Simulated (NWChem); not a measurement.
Program: NWChem. System: HBe (+1), charge 1, spin multiplicity 1, at a geometry optimised with PBE0/def2-SVP. The structure started from a generated list of species. Level: CIS/def2-SVPD.

NWChem printed:

```
             Northwest Computational Chemistry Package (NWChem) 7.3.0
             --------------------------------------------------------

                                NWChem Input Module
                                -------------------

 Scaling coordinates for geometry "geometry" by  1.889725989
 (inverse scale =  0.529177249)

 Turning off AUTOSYM since
 SYMMETRY directive was detected!

                             Geometry "geometry" -> ""
                             -------------------------

 Output coordinates in angstroms (scale by  1.889725989 to convert to a.u.)

  No.       Tag          Charge          X              Y              Z
 ---- ---------------- ---------- -------------- -------------- --------------
    1 Be                   4.0000     0.00000000     0.00000000     0.26634200
    2 H                    1.0000     0.00000000     0.00000000    -1.06536700

 Effective nuclear repulsion energy (a.u.)       1.5894681165

            Nuclear Dipole moment (a.u.)
            ----------------------------
        X                 Y               Z
 ---------------- ---------------- ----------------
     0.0000000000     0.0000000000     0.0000018897

      Symmetry information
      --------------------

 Group name             C2v
 Group number             16
 Group order               4
 No. of unique centers     2

      Symmetry unique atoms

     1    2


 Summary of "ao basis" -> "" (spherical)
 ------------------------------------------------------------------------------
       Tag                 Description            Shells   Functions and Types
 ---------------- ------------------------------  ------  ---------------------
 *                         def2-svpd                  on all atoms

  xc_inp: hfexch multiplicative factor not found.

                                 NWChem DFT Module
                                 -----------------

 Summary of "ao basis" -> "ao basis" (spherical)
 ------------------------------------------------------------------------------
       Tag                 Description            Shells   Functions and Types
 ---------------- ------------------------------  ------  ---------------------
 Be                        def2-svpd                 6       12   3s3p
 H                         def2-svpd                 4        8   2s2p

 Summary of "ao basis" -> "ao basis" (spherical)
 ------------------------------------------------------------------------------
       Tag                 Description            Shells   Functions and Types
 ---------------- ------------------------------  ------  ---------------------
 Be                        def2-svpd                 6       12   3s3p
 H                         def2-svpd                 4        8   2s2p

      Symmetry analysis of basis
      --------------------------

        a1         10
        a2          0
        b1          5
        b2          5

            General Information
            -------------------
          SCF calculation type: DFT
          Wavefunction type:  closed shell.
          No. of atoms     :     2
          No. of electrons :     4
           Alpha electrons :     2
            Beta electrons :     2
          Charge           :     1
          Spin multiplicity:     1
          Use of symmetry is: off; symmetry adaption is: on
          Maximum number of iterations: 100
          AO basis - number of functions:    20
                     number of shells:    10
          Convergence on energy requested:  1.00D-06
          Convergence on density requested:  1.00D-05
          Convergence on gradient requested:  5.00D-04

              XC Information
              --------------
                     Hartree-Fock (Exact) Exchange  1.000

          Convergence Information
          -----------------------
          Convergence aids based upon iterative change in
          total energy or number of iterations.
          Levelshifting, if invoked, occurs when the
          HOMO/LUMO gap drops below (HL_TOL):  1.00D-02
          DIIS, if invoked, will attempt to extrapolate
          using up to (NFOCK): 10 stored Fock matrices.

                    Damping( 0%)  Levelshifting(0.5)       DIIS
[...]
          Algorithm : Incore multiple tensor contraction
          Estimated peak GA usage is            557380 doubles
          Estimated peak MA usage is             13000 doubles

    5 smallest eigenvalue differences (eV)
--------------------------------------------------------
  No. Spin  Occ  Vir  Irrep   E(Occ)    E(Vir)   E(Diff)
--------------------------------------------------------
    1    1    2    3 a1       -0.741    -0.288    12.308
    2    1    2    4 b1       -0.741    -0.191    14.956
    3    1    2    5 b2       -0.741    -0.191    14.956
    4    1    2    6 a1       -0.741    -0.067    18.337
    5    1    2    7 b1       -0.741    -0.050    18.796
--------------------------------------------------------

  Entering Davidson iterations
  Restricted singlet excited states

  Iter   NTrls   NConv    DeltaV     DeltaE      Time
  ----  ------  ------  ---------  ---------  ---------
    1      5       0     0.64E-01   0.10+100        0.0
    2     10       0     0.21E-01   0.15E-01        0.0
    3     15       0     0.67E-01   0.17E-01        0.1
    4     20       1     0.21E-01   0.17E-02        0.1
    5     24       3     0.47E-03   0.16E-03        0.0
    6     26       5     0.59E-04   0.51E-07        0.0
  ----  ------  ------  ---------  ---------  ---------
  Convergence criterion met

  Ground state a1        -14.836235987594 a.u.

  ----------------------------------------------------------------------------
  Root   1 singlet a1             0.214585796 a.u.                5.8392 eV
  ----------------------------------------------------------------------------
     Transition Moments    X -0.00000   Y  0.00000   Z  0.98434
     Transition Moments   XX  0.61353  XY -0.00000  XZ  0.00000
     Transition Moments   YY  0.61353  YZ  0.00000  ZZ -0.66264
     Dipole Oscillator Strength                    0.1386117299
     Electric Quadrupole                           0.0000000286
     Magnetic Dipole                               0.0000000000
     Total Oscillator Strength                     0.1386117584

          sigma_e =   1.2733 Angstrom
          sigma_h =   1.0217 Angstrom
         |d_h->e| =   1.5589 Angstrom
            d_exc =   2.2573 Angstrom
            d_CD1 =   1.8105 Angstrom
            d_CD2 =   0.4114 Angstrom
            d_CD3 =   3.8162 Angstrom
     Pearson C.C. =   0.0000

     Occ.    2  a1  ---  Virt.    3  a1      -0.98653
     Occ.    2  a1  ---  Virt.    6  a1       0.08654
     Occ.    2  a1  ---  Virt.    9  a1       0.10987
     Occ.    2  a1  ---  Virt.   13  a1       0.06847
  ----------------------------------------------------------------------------
  Root   2 singlet b1             0.294501265 a.u.                8.0138 eV
  ----------------------------------------------------------------------------
     Transition Moments    X -1.24676   Y  0.00000   Z -0.00000
     Transition Moments   XX -0.00000  XY -0.00000  XZ  0.24436
     Transition Moments   YY -0.00000  YZ -0.00000  ZZ  0.00000
     Dipole Oscillator Strength                    0.3051829170
     Electric Quadrupole                           0.0000000081
     Magnetic Dipole                               0.0000010642
     Total Oscillator Strength                     0.3051839893

          sigma_e =   1.5097 Angstrom
          sigma_h =   1.0217 Angstrom
         |d_h->e| =   0.9469 Angstrom
            d_exc =   2.0542 Angstrom
            d_CD1 =   1.4349 Angstrom
            d_CD2 =  -0.3189 Angstrom
            d_CD3 =   3.0011 Angstrom
     Pearson C.C. =   0.0000

     Occ.    2  a1  ---  Virt.    4  b1      -0.97321
     Occ.    2  a1  ---  Virt.    7  b1      -0.19055
     Occ.    2  a1  ---  Virt.   12  b1      -0.06081
     Occ.    2  a1  ---  Virt.   15  b1      -0.11278
  ----------------------------------------------------------------------------
  Root   3 singlet b2             0.294501267 a.u.                8.0138 eV
  ----------------------------------------------------------------------------
     Transition Moments    X -0.00000   Y -1.24676   Z  0.00000
     Transition Moments   XX  0.00000  XY -0.00000  XZ  0.00000
     Transition Moments   YY  0.00000  YZ  0.24439  ZZ -0.00000
     Dipole Oscillator Strength                    0.3051821840
     Electric Quadrupole                           0.0000000081
     Magnetic Dipole                               0.0000010642
     Total Oscillator Strength                     0.3051832564

          sigma_e =   1.5098 Angstrom
          sigma_h =   1.0217 Angstrom
         |d_h->e| =   0.9469 Angstrom
            d_exc =   2.0542 Angstrom
            d_CD1 =   1.4349 Angstrom
            d_CD2 =  -0.3189 Angstrom
            d_CD3 =   3.0011 Angstrom
     Pearson C.C. =   0.0000

     Occ.    2  a1  ---  Virt.    5  b2      -0.97321
     Occ.    2  a1  ---  Virt.    8  b2      -0.19052
     Occ.    2  a1  ---  Virt.   11  b2      -0.06083
     Occ.    2  a1  ---  Virt.   14  b2      -0.11280
  ----------------------------------------------------------------------------
  Root   4 singlet a1             0.499290745 a.u.               13.5864 eV
  ----------------------------------------------------------------------------
     Transition Moments    X -0.00000   Y -0.00000   Z  0.29705
     Transition Moments   XX -1.52931  XY  0.00000  XZ  0.00000
     Transition Moments   YY -1.52931  YZ  0.00000  ZZ -1.69346
     Dipole Oscillator Strength                    0.0293707399
     Electric Quadrupole                           0.0000000060
     Magnetic Dipole                               0.0000000000
     Total Oscillator Strength                     0.0293707459

          sigma_e =   2.6831 Angstrom
          sigma_h =   1.0216 Angstrom
         |d_h->e| =   0.1834 Angstrom
            d_exc =   2.8769 Angstrom
            d_CD1 =   1.8449 Angstrom
            d_CD2 =  -1.6689 Angstrom
            d_CD3 =   3.0603 Angstrom
     Pearson C.C. =  -0.0000

     Occ.    2  a1  ---  Virt.    3  a1       0.08239
     Occ.    2  a1  ---  Virt.    6  a1      -0.22908
     Occ.    2  a1  ---  Virt.    9  a1       0.96395
     Occ.    2  a1  ---  Virt.   10  a1       0.06008
     Occ.    2  a1  ---  Virt.   13  a1      -0.08405
  ----------------------------------------------------------------------------
  Root   5 singlet a1             0.518065889 a.u.               14.0973 eV
  ----------------------------------------------------------------------------
     Transition Moments    X  0.00000   Y  0.00000   Z  0.41187
     Transition Moments   XX  0.17528  XY  0.00000  XZ -0.00000
     Transition Moments   YY  0.17528  YZ -0.00000  ZZ -1.51210
     Dipole Oscillator Strength                    0.0585895946
     Electric Quadrupole                           0.0000007027
     Magnetic Dipole                               0.0000000000
     Total Oscillator Strength                     0.0585902973

          sigma_e =   3.2789 Angstrom
          sigma_h =   1.0217 Angstrom
         |d_h->e| =   1.7076 Angstrom
            d_exc =   3.8355 Angstrom
            d_CD1 =   3.9648 Angstrom
            d_CD2 =  -0.4428 Angstrom
            d_CD3 =   5.5430 Angstrom
     Pearson C.C. =   0.0000

     Occ.    2  a1  ---  Virt.    3  a1      -0.12555
     Occ.    2  a1  ---  Virt.    6  a1      -0.90108
     Occ.    2  a1  ---  Virt.    9  a1      -0.23932
     Occ.    2  a1  ---  Virt.   10  a1       0.13139
     Occ.    2  a1  ---  Virt.   13  a1      -0.31162

              Target root =      1
          Target symmetry = none
      Ground state energy =    -14.836235987594
        Excitation energy =      0.214585795848
     Excited state energy =    -14.621650191746

  stored tddft:energy   -14.621650191746316

 Task  times  cpu:        0.3s     wall:        0.3s

 Total times  cpu:        0.4s     wall:        0.4s
```

**Question.** Write an NWChem input that would produce this output.

**Answer.** Several could match; the one computed here: 
```
start mol
memory heap 200 mb stack 900 mb global 1100 mb
charge 1
geometry units angstroms nocenter noautoz
  Be     0.000000     0.000000     0.266342
  H      0.000000     0.000000    -1.065367
  symmetry group C2v
end
basis spherical
  * library def2-svpd
end
dft
  xc hfexch
  semidirect memsize 60000000 filesize 0
  iterations 100
end
tddft
  cis
  nroots 5
  notriplet
  thresh 1e-4
end
task tddft energy
```
